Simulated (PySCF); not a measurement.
Calculation: PBE-D3(BJ)/def2-TZVP // PBE-D3(BJ)/def2-SVP (PySCF). All species are isolated molecules in the gas phase. One relaxed conformer stands for a flexible species; it need not be the lowest. Delta-SCF ions had no search for a lower state. 

Reference species (SMILES): `CCC(CC)(CC)CC` (neutral, multiplicity 1).

```
Quantity                                  Value
--------------------------------------  -------
vertical ionisation energy (Delta-SCF)  9.37 eV
HOMO–LUMO gap                           7.03 eV
```

Changed species: `C` (4 of 4 C2H5 replaced by H; the reference has 0 of 4 C2H5 replaced by H).

Task: What does the change do to the vertical ionisation energy (Delta-SCF) and HOMO–LUMO gap?

Result: the vertical ionisation energy (Delta-SCF) rises by 4.48 eV, to 13.85 eV; the HOMO–LUMO gap goes up by 3.20 eV, to 10.23 eV.
